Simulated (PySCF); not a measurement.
**Working out the ionisation energy of N**

N [He] 2s2 2p3 (4S) → N⁺ [He] 2s2 2p2 (3P). Computed with PySCF 2.14 in def2-TZVPPD (6s3p3d1f, 37 functions), with the non-relativistic Hamiltonian (point nucleus). Frozen: nothing. Energies in hartree (1 hartree = 27.21139 eV):

```tsv
part	N (lower)	N⁺ (upper)
UHF	-54.402769	-53.892015
CCSD correlation	-0.129289	-0.109098
(T)	-0.002466	-0.001710
```

Task: What does Hartree-Fock give?

Result: (-53.892015) − (-54.402769) = 0.510754 hartree = 13.898 eV.

Task: What do CCSD and CCSD(T) give?

Result: The CCSD correlation energies differ by 0.020191 hartree = 0.549 eV and the triples by 0.000756 hartree = 0.021 eV, so CCSD gives 14.447 eV and CCSD(T) 14.468 eV.

Measured between the centres of the two terms (NIST): 14.545 eV, so CCSD(T) (valence and next inner shell) is off by -0.077 eV.

What remains against the reference includes basis incompleteness and higher excitations.
